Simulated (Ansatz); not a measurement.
This geometry of CH₇BO (10 atoms, charge 0, multiplicity 1) is a first-order saddle point.

Computed with Ansatz, RKS PBE-D4/def2-SVP.

```xyz
10
Properties=species:S:1:pos:R:3
B 0.076 -0.360 0.165
C -0.017 -0.008 1.908
H -0.962 -0.102 2.486
H 0.844 -0.294 2.544
H 0.086 1.073 1.683
H 1.207 -0.080 -0.186
H -0.868 0.197 -0.377
O -0.124 -1.938 0.223
H -1.028 -2.135 -0.083
H -0.207 -1.220 1.274
```

(1) Which two structures does it join? (They come from a converged band through this point; their orientation in space is the band's.)

(2) How far does it lie above each of them?

## Answers

(1) Bonds broken: B1–C2, O8–H10. Bonds formed: C2–H10. CH7BO becomes BH3O + CH4.

Initial state:

```xyz
10
Properties=species:S:1:pos:R:3
B 0.047 -0.153 0.267
C -0.072 0.203 1.828
H -1.078 0.019 2.271
H 0.681 -0.303 2.477
H 0.114 1.292 1.954
H 1.172 -0.093 -0.221
H -0.847 0.276 -0.459
O -0.252 -1.850 0.163
H -1.132 -1.988 0.569
H 0.376 -2.269 0.787
```

Final state:

```xyz
10
Properties=species:S:1:pos:R:3
B -0.003 -0.584 -0.784
C 0.008 -0.027 2.649
H -0.901 0.193 3.240
H 0.885 -0.072 3.320
H 0.161 0.772 1.899
H 1.131 -0.158 -0.881
H -0.989 0.130 -0.886
O -0.123 -1.918 -0.563
H -1.053 -2.203 -0.490
H -0.108 -0.998 2.132
```

(2) 0.87 eV above the first and 1.83 eV above the second. This is the barrier of this one path; another mechanism may lie lower. The orbitals stay closed-shell, which can raise the energy where a bond breaks towards radicals; this wasn't checked here.

The run took 2.9 min on 1 thread of Arm Neoverse V2, with other jobs on the host, peak memory 0.13 GiB.
